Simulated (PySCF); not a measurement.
CH₃S, SMILES C[S], multiplicity 2. Atoms are numbered in the order given.

```xyz
5

C     -1.1057    -0.0086     0.0000
S      0.6917    -0.0020     0.0000
H     -1.5066    -0.4786     0.8974
H     -1.4196     1.0407     0.0000
H     -1.5066    -0.4786    -0.8974
```
Charge 0, spin multiplicity 2.

Geometry optimised at B3LYP-D3(BJ)/def2-TZVP. The isomer is the one that the SMILES or the coordinates give; other isomers of the formula were not compared.

Two levels are set side by side: PBE/pcH-1 (PySCF) and PBE0/pcH-1 (PySCF). Contact hyperfine couplings, same geometry. Differences are taken from unrounded values.

```tsv
quantity	PBE0	PBE	PBE minus PBE0
A(iso) of 13C, atom C1 (MHz)	-18.4	-17.6	0.7
A(iso) of 33S, atom S2 (MHz)	9.1	-0.3	-9.4
A(iso) of 1H, atom H3 (MHz)	23.7	25.8	2.1
A(iso) of 1H, atom H4 (MHz)	111.2	123.0	11.8
A(iso) of 1H, atom H5 (MHz)	23.7	25.8	2.1
```

Rough cost on one machine, each run with all the roots and properties that it gave: PBE0 against PBE within a factor of 2.
